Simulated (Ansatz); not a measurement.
# H2O: the cost of one run

Method: the levels named in each step, in Ansatz 0.2.0.

### Step 1. The structure to begin with

Bond lengths: O1–H2 1.005 Å, O1–H3 1.005 Å. Angles: H2–O1–H3 120.7°.

As a file:

```xyz
3

O     0.0016    0.0556   -0.0004
H    -0.8860   -0.4167   -0.0023
H     0.8607   -0.4666    0.0094
```

### Step 2. A rough first relaxation, PBE-D4/def2-SVP

input.yaml reads:

```yaml
crystal:
  periodic: [false, false, false]
  atoms:
    - { symbol: O, position_ang: [0.0016, 0.05565, -0.00044] }
    - { symbol: H, position_ang: [-0.88598, -0.41668, -0.00233] }
    - { symbol: H, position_ang: [0.86068, -0.46662, 0.00938] }
magnetization:
  spin_polarized: true
  initial_magnetization: 1
total_charge: 1
basis:
  gaussian: { orbitals: def2-SVP }
hamiltonian:
  xc: pbe
  dispersion: d4
relax:
  f_tol: 0.03
  max_steps: 200
```

Run with:

```sh
ansatz run input.yaml --threads 1 --pin off --max-ram 2560MiB --backend cpu --events-out ev --progress --plain --runs-dir out
```

What time and memory should one allow on 1 thread of Intel Xeon Platinum 8259CL at 2.50GHz (Skylake/Cascade Lake), shared host?

About 2.4 s, with a peak of 0.1 GiB.
